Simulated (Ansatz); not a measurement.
Molecule: BeH, net charge 1, singlet state. SMILES: [BeH+]
Coordinates optimised at B3LYP-D3(BJ)/def2-TZVP (Ansatz, a first-principles code):
```
Be
H 1 1.3221
```
Charge +1, spin multiplicity 1.

Wanted: vertical ionisation energy (to the doublet state of charge +2; each state is the SCF solution reached for its spin), in eV. Correlated levels leave the core frozen unless marked. UHF or UKS for open shells. No spin-orbit coupling. No relativistic terms. CBS marks a two-point X^-3 extrapolation of the correlation energy; Hartree-Fock from the larger set.

| level | program | vertical ionisation energy (eV) |
|---|---|---|
| PBE0/def2-TZVPD | Ansatz | 20.50 |
| BHLYP/def2-TZVPD | Ansatz | 20.59 |
| wB97X-V/def2-TZVPD | Ansatz | [?] |
| CCSD/def2-QZVPPD | Ansatz | 20.44 |
| CCSD(T)/CBS(def2-TZVPPD,def2-QZVPPD) | Ansatz | [?] |

Problem. Fill in the missing entries.

Solution. 
- wB97X-V/def2-TZVPD, vertical ionisation energy (eV): 20.62
- CCSD(T)/CBS(def2-TZVPPD,def2-QZVPPD), vertical ionisation energy (eV): 20.48
